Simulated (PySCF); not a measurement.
# Working with the constants of LiF

RHF-CCSD(T) constants of LiF, ¹Σ⁺ (singlet), closed shell (Li cc-pVDZ, F cc-pVDZ; no relativity (PySCF 2.14); masses 7.0160 and 18.9984 u):

```
ωe           : 969.8 cm⁻¹
ωexe         : 8.76 cm⁻¹
Be           : 1.3006 cm⁻¹
αe           : 0.0191 cm⁻¹
De to Li + F : 5.33 eV
```

Task: What force constant and bond length do these constants imply?

Result: Reduced mass μred = 5.1238 u; k = 5.8918×10⁻⁷·μred·ωe² (u, cm⁻¹, mdyn/Å) = 2.84 mdyn/Å; Re = √(16.8576/(μred·Be)) (u, cm⁻¹, Å) = 1.590 Å.

Task: Estimate the centrifugal constant D from the Kratzer relation and find the Dunham coefficient a1.

Result: D = 4Be³/ωe² = 9.36e-06 cm⁻¹; a1 = −1 − αeωe/(6Be²) = -2.83.

Correlated steps freeze 1 core orbital. Correlated levels converge slowly with the basis: in double zeta they bind strong bonds too weakly, by up to about 1 eV, and carry superposition errors of some tenths. Where the molecule has an RHF reference, its open-shell atoms are computed with UHF.
